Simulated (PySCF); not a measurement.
Species: C₂H₃B.
Structure used (PBE0-D3(BJ)/def2-SVP), in Å, numbered top down from 1:
```xyz
6
C2H3B angstrom
B     -1.134    0.064    0.038
C      0.368   -0.021    0.149
C      1.584   -0.088    0.239
H     -1.830   -0.610    0.757
H     -1.637    0.805   -0.771
H      2.655   -0.147    0.318
```

Method used: core-valence-separated Tamm–Dancoff BHandHLYP/aug-pcX-1 (pcseg-1 on H) in PySCF, non-relativistic, gas phase, PBE0-D3(BJ)/def2-SVP geometry. The energies are unshifted.

The lowest roots of each edge with f over 0.003 (five at most, numbered afresh; weaker and dark ones are left out), with transition dipoles (au) in the frame of the coordinates:

| root | edge | E (eV) | μx | μy | μz |
| --- | --- | --- | --- | --- | --- |
| 1 | C | 281.83 | 0.0010 | -0.0712 | -0.0659 |
| 2 | C | 281.99 | -0.0004 | 0.0242 | 0.0224 |
| 3 | C | 283.04 | 0.0089 | 0.0652 | -0.0703 |
| 4 | C | 284.15 | 0.0081 | 0.0586 | -0.0633 |
| 5 | C | 285.04 | 0.0008 | -0.0628 | -0.0580 |
| 6 | B | 185.38 | -0.0011 | 0.1001 | 0.0927 |
| 7 | B | 191.12 | -0.0042 | -0.0316 | 0.0341 |
| 8 | B | 191.61 | 0.0260 | -0.0015 | 0.0019 |
| 9 | B | 192.43 | -0.0045 | -0.0330 | 0.0356 |

**Question.** What are the oscillator strengths?

**Answer.** f = (2/3) ΔE |μ|², with ΔE in hartree (27.2114 eV):

```csv
root,ΔE (Eh),|μ|² (au),f,core hole on
1,10.3571,0.009410,0.065,C3
2,10.3630,0.001089,0.008,C2
3,10.4014,0.009277,0.064,C2
4,10.4422,0.007507,0.052,C3
5,10.4751,0.007302,0.051,C2
6,6.8126,0.018614,0.085,B1
7,7.0236,0.002178,0.010,B1
8,7.0416,0.000681,0.003,B1
9,7.0716,0.002381,0.011,B1
```

**Question.** What is the unit vector of the normal of the molecular plane, and which share of each root's |μ|² lies along it?

**Answer.** (0.01, -0.73, -0.68), up to sign.

```json
{"root": "1", "core hole on": "C3", "share along it": "1.00", "final orbital under reflection in the plane": "odd"}
{"root": "2", "core hole on": "C2", "share along it": "1.00", "final orbital under reflection in the plane": "odd"}
{"root": "3", "core hole on": "C2", "share along it": "0.00", "final orbital under reflection in the plane": "even"}
{"root": "4", "core hole on": "C3", "share along it": "0.00", "final orbital under reflection in the plane": "even"}
{"root": "5", "core hole on": "C2", "share along it": "1.00", "final orbital under reflection in the plane": "odd"}
{"root": "6", "core hole on": "B1", "share along it": "1.00", "final orbital under reflection in the plane": "odd"}
{"root": "7", "core hole on": "B1", "share along it": "0.00", "final orbital under reflection in the plane": "even"}
{"root": "8", "core hole on": "B1", "share along it": "0.00", "final orbital under reflection in the plane": "even"}
{"root": "9", "core hole on": "B1", "share along it": "0.00", "final orbital under reflection in the plane": "even"}
```

The 1s orbitals of atoms in the plane are even under the reflection, so light polarised along the normal reaches odd orbitals alone (the out-of-plane π set) and light polarised in the plane even ones.

**Question.** For fixed molecules, how does the intensity of root 1 change when the electric field is turned 60° away from the normal of the molecular plane?

**Answer.** Intensity goes as (E·μ)², and μ lies along that direction, so it falls to cos²60° = 0.25 of its maximum; it vanishes at 90°.

**Question.** Molecules are fixed in this frame and the field points along y. What effective strengths 3 f cos²θ do the roots have (θ between field and μ)?

**Answer.** root 1 (C3): 0.105, root 2 (C2): 0.012, root 3 (C2): 0.089, root 4 (C3): 0.072, root 5 (C2): 0.082, root 6 (B1): 0.137, root 7 (B1): 0.014, root 8 (B1): 0.000, root 9 (B1): 0.015. Root 6 is the strongest. Averaged over all orientations cos²θ is 1/3, which gives f back.

